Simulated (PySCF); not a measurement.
Gas-phase reaction: 5 SiH2Cl ⇌ 2 SiCl2 + 3 SiH3 + HCl

Energies from PySCF, thermal terms from the rigid-rotor harmonic-oscillator model, ideal gas at 1 bar. † marks an energy on the PBE0/def2-TZVP geometry and frequencies; other levels use their own. MP2 freezes the core. 6-31G* has spherical d functions here. Open shells (unrestricted): SiH2Cl (multiplicity 2), SiH3 (multiplicity 2); the rest are closed-shell singlets. SiH2Cl: computed as isolated molecules; such fragments, hydroxides, amides, oligomers or adducts are transient or little studied in the gas. MP2 isn't extrapolated to the basis-set limit; its ΔH°(298 K) is 31.2 kJ in def2-SVP and 44.0 kJ in def2-TZVPP. The harmonic model lacks anharmonicity and excited electronic states, which grow with temperature; levels with a mode under 35 cm⁻¹ are left out.

```csv
level,"ΔE electronic, kJ","ΔH°(298 K), kJ","ΔS°(298 K), J/K","ΔG°(2000 K), kJ"
BLYP/def2-TZVP†,11,2,91,-174
HF/6-31G*,131,119,91,-62
MP2/def2-TZVPP†,52,44,91,-133
PBE/def2-SVP,29,22,91,-154
PBE/def2-TZVP†,42,34,91,-142
```
ΔH° is lowest at BLYP/def2-TZVP† and highest at HF/6-31G*. No reference value is set beside these.
